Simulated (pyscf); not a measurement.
Thermochemistry of product channels of ethane (H₃C–CH₃) + Cl atom (Cl•) on the doublet surface, in kcal/mol, from CCSD(T)/def2-TZVPP + ΔMP2(QZVPP) energies (ideal gas, 1 atm, RRHO with modes under 100 cm⁻¹ raised to 100, one conformer, R ln 2 for chiral ones without a mode under 150 cm⁻¹). Structures and frequencies: ωB97X-D3(BJ)/def2-SVP in PySCF. Correlated levels are frozen-core, on RHF or UHF. ΔMP2 is the change of the MP2 total energy from the triple- to the quadruple-zeta basis.

| products | ΔE | ΔH(298 K) | ΔG(298 K) | ΔG(1200 K) |
|---|---|---|---|---|
| ethyl (•H₂C–CH₃) + hydrogen chloride (HCl) | ___ | -2.1 | -6.2 | -19.7 |
| •H₂C–Cl + methane (CH₄) | +4.9 | +1.2 | -2.3 | -13.2 |

Fill in the missing entries.


- ethyl (•H₂C–CH₃) + hydrogen chloride (HCl), ΔE: +2.4

These are energies of the channels, which say nothing of barriers. The CCSD(T) − MP2 part came from Ansatz, without density fitting, on the same reference. Left out: orbital degeneracy and the spin-orbit lowering of Cl.
